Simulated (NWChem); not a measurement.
All runs are NWChem calculations. System: H2Si (+1), charge 1, spin multiplicity 2, at a geometry optimised with UPBE/def2-SVP. The structure started from a generated list of species. Its SCF solution wasn't tested for a lower state. Level: G0W0@UPBE/def2-TZVP, RI basis def2-tzvp-rifit.

Part of the output:

```
             Northwest Computational Chemistry Package (NWChem) 7.3.0
             --------------------------------------------------------

                                NWChem Input Module
                                -------------------

 Scaling coordinates for geometry "geometry" by  1.889725989
 (inverse scale =  0.529177249)

 Turning off AUTOSYM since
 SYMMETRY directive was detected!

                             Geometry "geometry" -> ""
                             -------------------------

 Output coordinates in angstroms (scale by  1.889725989 to convert to a.u.)

  No.       Tag          Charge          X              Y              Z
 ---- ---------------- ---------- -------------- -------------- --------------
    1 Si                  14.0000     0.00000000     0.00000000     0.09473500
    2 H                    1.0000     1.31025800     0.00000000    -0.66314800
    3 H                    1.0000    -1.31025800     0.00000000    -0.66314800

 Effective nuclear repulsion energy (a.u.)       9.9907763557

            Nuclear Dipole moment (a.u.)
            ----------------------------
        X                 Y               Z
 ---------------- ---------------- ----------------
     0.0000000000     0.0000000000    -0.0000113384

      Symmetry information
      --------------------

 Group name             C2v
 Group number             16
 Group order               4
 No. of unique centers     2

      Symmetry unique atoms

     1    2


 Summary of "ao basis" -> "" (spherical)
 ------------------------------------------------------------------------------
       Tag                 Description            Shells   Functions and Types
 ---------------- ------------------------------  ------  ---------------------
 *                         def2-tzvp                  on all atoms

 new library libraries.bse/

 Summary of "ri basis" -> "" (spherical)
 ------------------------------------------------------------------------------
       Tag                 Description            Shells   Functions and Types
 ---------------- ------------------------------  ------  ---------------------
 *                      def2-tzvp-rifit               on all atoms

  pbe96 is a nonlocal functional; adding pw91lda local functional.

                                 NWChem DFT Module
                                 -----------------

 Summary of "ao basis" -> "ao basis" (spherical)
 ------------------------------------------------------------------------------
[...]
           3.856588978972           0.000000000000           0.000000000000
           0.000000000000          16.213969909438           0.000000000000
           0.000000000000           0.000000000000          12.357380930467

     Multipole analysis of the density
     ---------------------------------

     L   x y z        total         alpha         beta         nuclear
     -   - - -        -----         -----         ----         -------
     0   0 0 0      1.000000     -8.000000     -7.000000     16.000000

     1   1 0 0      0.000000      0.000000     -0.000000      0.000000
     1   0 1 0     -0.000000     -0.000000     -0.000000      0.000000
     1   0 0 1     -0.021012     -0.370468      0.349468     -0.000011

     2   2 0 0     -7.210171    -10.822126     -8.649481     12.261435
     2   1 1 0      0.000000     -0.000000      0.000000      0.000000
     2   1 0 1     -0.000000     -0.000000     -0.000000      0.000000
     2   0 2 0     -6.671591     -3.992935     -2.678655      0.000000
     2   0 1 1      0.000000     -0.000000      0.000000      0.000000
     2   0 0 2     -8.113609     -7.845531     -3.857629      3.589550

 Task  times  cpu:        1.4s     wall:        1.4s

                                NWChem Input Module
                                -------------------

                                 NWChem GW Module
                                 ----------------

                             ***********************
                             ***        GW       ***
                             ***********************

 Summary of "ri basis" -> "ri basis" (spherical)
 ------------------------------------------------------------------------------
       Tag                 Description            Shells   Functions and Types
 ---------------- ------------------------------  ------  ---------------------
 Si                     def2-tzvp-rifit             29      113   9s7p6d5f2g
 H                      def2-tzvp-rifit              7       15   4s2p1d

                 Memory Information
                 ------------------
          Available GA per process is          1700.0 MBs
          Available stack per process is        700.0 MBs
          Available heap per process is           0.0 MBs

          Peak memory in Initialization
              Peak GA per process is                  1.2 MBs
              Peak stack per process is               0.0 MBs
              Peak heap per process is                1.3 MBs
              Memory not in MA per process            0.0 MBs

          Peak memory in AFF Calculation
              Peak GA per process is                  4.6 MBs
              Peak stack per process is               3.0 MBs
              Peak heap per process is                0.0 MBs
              Memory not in MA per process            3.0 MBs

          Computing 2-center integrals
          Computing Inverse Cholesky factor
          Computing 3-center integrals
          Computing V_xc ...

          Computing Sigma_x
          Computing RPA polarizability
          Solving quasiparticle equations

                  Alpha Orbitals
          State     Energy (eV)     Error (eV)
          -----------------------------------
@GW         5       -113.450           0.005
@GW         6        -23.978           0.004
@GW         7        -20.643           0.004
@GW         8        -17.361           0.002
@GW         9         -8.210           0.002
@GW        10         -3.984           0.002

                   Beta Orbitals
          State     Energy (eV)     Error (eV)
          -----------------------------------
@GW         4       -113.391           0.001
@GW         5       -113.347           0.005
@GW         6        -23.616           0.004
@GW         7        -20.072           0.002
@GW         8         -8.967           0.005
@GW         9         -7.588           0.002

   Applying  -3.6496 eV scissor-shift to rest of particle states

   Applying   3.4558 eV scissor-shift to rest of hole states

   Applying  -3.8520 eV scissor-shift to rest of particle states

   Applying   2.8397 eV scissor-shift to rest of hole states

     GW Timing Statistics
   ------------------------
   Init.   :          0.0s
     ERIs  :          0.1s
     Distr.:          0.0s
     Vxc   :          0.1s
   Sigma_x :          0.0s
   RPA     :          0.1s
   Wmn     :          0.0s
   Sigma_c :          0.0s
   GW total:          0.3s

 Task  times  cpu:        0.3s     wall:        0.3s

 Total times  cpu:        1.8s     wall:        1.8s
```

Task: Write an NWChem input that would produce this output.

Result: Several could match; the one computed here: 
```
start mol
memory heap 200 mb stack 700 mb global 1700 mb
charge 1
geometry units angstroms nocenter noautoz
  Si     0.000000     0.000000     0.094735
  H      1.310258     0.000000    -0.663148
  H     -1.310258     0.000000    -0.663148
  symmetry group C2v
end
basis spherical
  * library def2-tzvp
end
basis "ri basis" bse spherical
  * library def2-tzvp-rifit
end
dft
  xc xpbe96 cpbe96
  odft
  mult 2
  iterations 100
  direct
  tolerances tight
end
task dft energy
gw
  states alpha occ 4 vir 2
  states beta occ 4 vir 2
end
task dft gw
```
